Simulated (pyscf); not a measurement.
7 gas-phase steps of one pattern: four-centre exchange on the singlet surface, Cl–H + Ge–N or Cl–H + N–Si or F–H + Ge–N or F–H + N–Si broken and Cl–Ge + H–N or Cl–Si + H–N or F–Ge + H–N or F–Si + H–N formed. PySCF, gas phase, ωB97X-D3(BJ)/def2-SVP geometries. Electronic energies in kcal/mol, between the relaxed ends of the descent from the saddle (adducts or complexes of the species named), with the reactant end as zero; ΔE‡ and ΔE at ωB97X-D3(BJ)/def2-TZVP. Rows were drawn at random from the steps of this pattern with a verified saddle, stable references and a bound adduct at one end at least.

| row | step | ΔE | ΔE‡ |
|---|---|---|---|
| 1 | H₂N–Si(=O)–Cl + HCl -> O=Si(Cl)–Cl + NH₃ | -35.4 | 5.3 |
| 2 | H₂N–SiH: [singlet] + HCl -> :HSi–Cl [singlet] + NH₃ | -29.6 | 4.4 |
| 3 | HF + H₂N–Ge(F)(F)–F → F–Ge(F)(F)–F + NH₃ | -21.5 | 8.1 |
| 4 | HF + H₂N–SiH(F)–F → F–SiH(F)–F + NH₃ | -19.1 | 13.0 |
| 5 | HF + H₂N–SiH₂–F -> F–SiH₂–F + NH₃ | -8.6 | ? |
| 6 | HCl + H₂N–GeH₂–Cl → Cl–GeH₂–Cl + NH₃ | -8.4 | 2.9 |
| 7 | HCl + H₂N–Si(Cl)(Cl)–Cl → Cl–Si(Cl)(Cl)–Cl + NH₃ | +3.3 | 16.3 |

**Question.** Fit ΔE‡ = a + b·ΔE to the other rows and predict row 5.

**Answer.** Over the 6 complete rows the means are -18.4 (ΔE) and 8.3 (ΔE‡); least squares gives b = 0.21 and a = 12.2 kcal/mol, with residuals of 4.0 kcal/mol (root mean square; largest 7.5, row 6). For row 5: 12.2 + 0.21 × (-8.6) = 10.4 kcal/mol. The computed barrier is 11.6 kcal/mol, 1.2 over the line. The scatter is large against the spread of the barriers, so the line says little here. Each barrier is that of the saddle found. Elements up to Kr have no core potential and no relativistic terms here.
